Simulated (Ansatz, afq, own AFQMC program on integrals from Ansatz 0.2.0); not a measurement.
AFQMC on a folder of integrals that Ansatz 0.2.0 wrote.

```yaml
crystal:
  periodic: [false, false, false]
  atoms:
    - {symbol: Si, position_ang: [0.000000, 0.000000, 1.109403]}
    - {symbol: Al, position_ang: [0.000000, 0.000000, -1.029533]}
    - {symbol: H, position_ang: [0.000000, 1.248057, -1.676574]}
    - {symbol: H, position_ang: [0.000000, -1.248057, -1.676574]}
basis:
  gaussian: {orbitals: cc-pVDZ}
magnetization: {spin_polarized: true, initial_magnetization: 3}
correlation: {method: ccsd_t, electrons: outside_noble_gas, hamiltonian_folder: ham}
```

```sh
$ ansatz run in.yaml --threads 1 --pin off --events-out ev --progress --plain --max-ram 1382MiB
```

Options of the walk:

```
--method free --trial cisd --walkers 60 --time-step 0.03 --max-blocks 80 --target-error 0.00036 --factor-cut 1e-05 --seed 7894 --times 0,0.3,0.6,1.2,1.8,2.4,3.6,4.8,6 --taylor-order 8
```

Times are imaginary, in 1/Eh. The walk had a cap of 1002 s.

afq prints:

```
orbitals 36  electrons 6 3  factors 274 of 451
reference energy -531.88892183 Eh
CCSD correlation -0.14955502 Eh in 11 cycles, weight of the determinant in the CISD state 0.8882
repeat  energy at the last time / Eh  error
    10  -532.043735  0.001105
    20  -532.044202  0.000673
    30  -532.043205  0.000634
    40  -532.043758  0.000619
    50  -532.043609  0.000518
    60  -532.043654  0.000484
    70  -532.043615  0.000441
    80  -532.043721  0.000424
time / (1/Eh)  energy / Eh  error  mean overlap
  0.00  -532.038583  0.000070  1.1271
  0.30  -532.040549  0.000081  1.1278
  0.60  -532.041535  0.000105  1.1309
  1.20  -532.042553  0.000129  1.1316
  1.80  -532.043093  0.000158  1.1287
  2.40  -532.043472  0.000195  1.1278
  3.60  -532.043308  0.000208  1.1610
  4.80  -532.043236  0.000294  1.1708
  6.00  -532.043721  0.000424  1.1598
energy -532.043721 +/- 0.000424 Eh
```

The run passed its tests (error under three times the target), which doesn't prove that it has relaxed.

Against this walk (error 11.5 meV) on the same determinant: CCSD(T) 41.6 meV higher, CCSDT(Q) 8.7 meV higher (within the noise). The error is statistical, and a free projection of finite length keeps a remainder of its start.

Cautions: remainder of the start not in the error; error above the target (11.5 against 9.8 meV); lower spins were not checked.

The walk took 4.6 min on 1 thread of Arm Neoverse V1 (shared host). The log's last line is the free-projection energy.

CCSDT and higher add their correlation energy to the determinant of the CCSD(T) run, since their own runs factorise the integrals more tightly (a shift of under 2 meV). A walk keeps the symmetry of its determinant, which the program's search chose and which needn't be the lowest solution, so a lower state of the same spin and another symmetry isn't excluded.
